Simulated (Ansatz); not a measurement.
# FO: the cost of one run

Method: the settings change from run to run; program: Ansatz 0.2.0, Gaussian basis.

34 further runs of the same task are left out: 6 for a known fault of the program, 25 that didn't finish, 3 set aside as unsound or not needed. Runs told in other sessions of the task aren't counted.

## (1) The system

The geometry derives from a PBE0/def2-TZVP stationary point (not a proven minimum). One bond is set to the value named and the two fragments are kept rigid.

2 atoms, charge 1, spin multiplicity 1.

Atoms are counted from 1 here; the program's logs count them from 0.

Bond lengths: O1–F2 0.966 Å.

As a file:

```xyz
2
FO
O     0.0000    0.0000    0.0000
F     0.0000    0.0000    0.9660
```

## (2) BCCD on RHF/def2-TZVP

in.yaml reads:

```yaml
crystal:
  periodic: [false, false, false]
  atoms:
    - {symbol: O, position_ang: [0.000000, 0.000000, 0.000000]}
    - {symbol: F, position_ang: [0.000000, 0.000000, 0.966000]}
basis:
  gaussian: {orbitals: def2-TZVP}
total_charge: 1
magnetization: {spin_polarized: false}
correlation: {method: bccd, electrons: outside_noble_gas}
accuracy: high
output: {forces: true}
```

The run is started by

```bash
$ ansatz run in.yaml --threads 1 --pin off --events-out ev --progress --plain --max-ram 2393MiB
```

Q: Estimate wall time and peak memory on 1 thread of Arm Neoverse V1, shared host.

About 9 s, with a peak of 0.32 GiB.
